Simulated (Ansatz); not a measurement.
This geometry of HO₂S (4 atoms, charge -1, multiplicity 1) is a first-order saddle point.

Level of theory: RKS B3LYP-D4/def2-SVP in Ansatz 0.2.0.

```xyz
4
Properties=species:S:1:pos:R:3
O -1.392 0.790 -0.303
S -0.138 0.375 0.489
O 0.500 -1.203 0.103
H 1.030 0.038 -0.289
```

(1) Which two structures does it join? (They come from a converged band through this point; their orientation in space is the band's.)

(2) How far does it lie above each of them?

## Answers

(1) Bonds broken: O3–H4. Bonds formed: S2–H4.

First end point:

```xyz
4
Properties=species:S:1:pos:R:3
O -1.409 0.872 -0.390
S -0.512 0.310 0.771
O 0.681 -0.878 0.082
H 1.241 -0.304 -0.462
```

Last end point:

```xyz
4
Properties=species:S:1:pos:R:3
O -1.196 0.712 -0.359
S 0.002 0.174 0.409
O 0.062 -1.343 0.510
H 1.132 0.456 -0.559
```

(2) 1.80 eV above the first and 1.90 eV above the second. This is the barrier of this one path; another mechanism may lie lower. The orbitals stay closed-shell, which can raise the energy where a bond breaks towards radicals; this wasn't checked here. Limits of this set-up: an anion without diffuse functions, the dipole of an ion depends on the origin.

The run took 84 s on 1 thread of Arm Neoverse V2, with other jobs on the host, peak memory 0.095 GiB.
